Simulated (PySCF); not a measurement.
H₄Si. Atoms are numbered in the order given.

```xyz
5

Si     0.0000     0.0000     0.0000
H      0.8559    -0.8559    -0.8559
H     -0.8559    -0.8559     0.8559
H     -0.8559     0.8559    -0.8559
H      0.8559     0.8559     0.8559
```
Charge 0, spin multiplicity 1.

Coordinates come from a ωB97X-D3(BJ)/def2-TZVPD optimisation. The isomer is the one that the SMILES or the coordinates give; other isomers of the formula were not compared.

Level of theory: PySCF with r2SCAN/def2-TZVPD.

Gas-phase values at a fixed geometry.

- total energy: -291.85339 hartree
- point group: Td
- highest occupied level: -8.86 eV
- lowest empty level: 0.63 eV
- orbital gap: 9.50 eV
- dipole moment: 0.00 D
- quadrupole, principal values (traceless, Buckingham form, about the centre of nuclear charge): 0.00, 0.00, 0.00 D·Å
- mean static polarisability: 31.8 bohr³ (4.71 Å³)
- polarisability, principal values: 31.8, 31.8, 31.8 bohr³
